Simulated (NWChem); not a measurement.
# trimethylamine (C3H9N); SMILES CN(C)C

```xyz
13

C      0.3461    -1.3455     0.0587
N      0.0000     0.0000    -0.3517
C      0.9922     0.9725     0.0587
C     -1.3383     0.3730     0.0587
H      0.3809    -1.4796     1.1760
H      1.3433    -1.6228    -0.3411
H     -0.3939    -2.0695    -0.3407
H      1.0909     1.0696     1.1760
H      0.7337     1.9748    -0.3411
H      1.9892     0.6936    -0.3407
H     -1.4718     0.4100     1.1760
H     -1.5953     1.3759    -0.3407
H     -2.0770    -0.3520    -0.3411
```
Atoms are numbered in this order, from 1.

The geometry was optimised at PBE-D3(BJ)/def2-SVP.

Problem. List the 4 lowest vertical singlet excitations from PBE0/6-31G* (spherical d), TDA (NWChem).

Solution. 
```json
[
 {"state": "S1", "energy (eV)": "7.00", "oscillator strength": "0.039", "leading excitation (squared amplitude)": "HOMO → LUMO (0.99)"},
 {"state": "S2", "energy (eV)": "8.49", "oscillator strength": "0.010", "leading excitation (squared amplitude)": "HOMO → LUMO+1 (0.97)"},
 {"state": "S3", "energy (eV)": "8.49", "oscillator strength": "0.010", "leading excitation (squared amplitude)": "HOMO → LUMO+2 (0.97)"},
 {"state": "S4", "energy (eV)": "9.09", "oscillator strength": "0.022", "leading excitation (squared amplitude)": "HOMO → LUMO+3 (0.95)"}
]
```
